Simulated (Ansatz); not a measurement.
in.yaml

```yaml
crystal:
  periodic: [false, false, false]
  atoms:
    - {symbol: Al, position_ang: [0.000000, -0.520686, 4.438060]}
    - {symbol: Al, position_ang: [0.000000, 0.520686, -4.438060]}
    - {symbol: H, position_ang: [0.000000, 0.776716, 5.412187]}
    - {symbol: H, position_ang: [0.000000, -0.776716, -5.412187]}
basis:
  gaussian: {orbitals: 6-31G}
correlation: {active_space: {ras: {orbitals: [4, 0, 16], electrons: 8, max_holes: 2, max_particles: 2}, fixed_orbitals: true}}
```

```sh
$ ansatz run in.yaml --threads 1 --pin off --events-out ev --progress --plain --max-ram 4096MiB --backend cpu
```

Question: Roughly how long does this take on 1 thread of AMD EPYC 7R13, shared host, and how much host memory?

Answer: 0.36 s wall and 0.23 GiB.

```
340 factors; integrals over basis functions are off by at most 1.6e-4 eV
mean field evaluation 1: about -13193.0848 eV, gradient 7.1e0 eV
mean field evaluation 2: about -13193.0855 eV, gradient 7.1e0 eV
mean field evaluation 4: about -13193.4869 eV, gradient 3.9e-1 eV
mean field evaluation 8: about -13193.4878 eV, gradient 1.6e-4 eV
mean field -13193.48777071 eV, -484.8517327065 hartree, gradient 2.1e-6 eV, S^2 0.000000; 0 other end points of the search recorded, 0 dependent functions left out
reference -13193.48777071 eV, -484.8517327065 hartree; 14, 14 occupied and 16, 16 virtual orbitals, 340 factors
state -13195.77863140 eV, -484.9359202840 hartree
Total energy: -13195.77863140 eV, -484.9359202840 hartree
```

For the same geometry and basis full CI lies 220.5 meV lower.
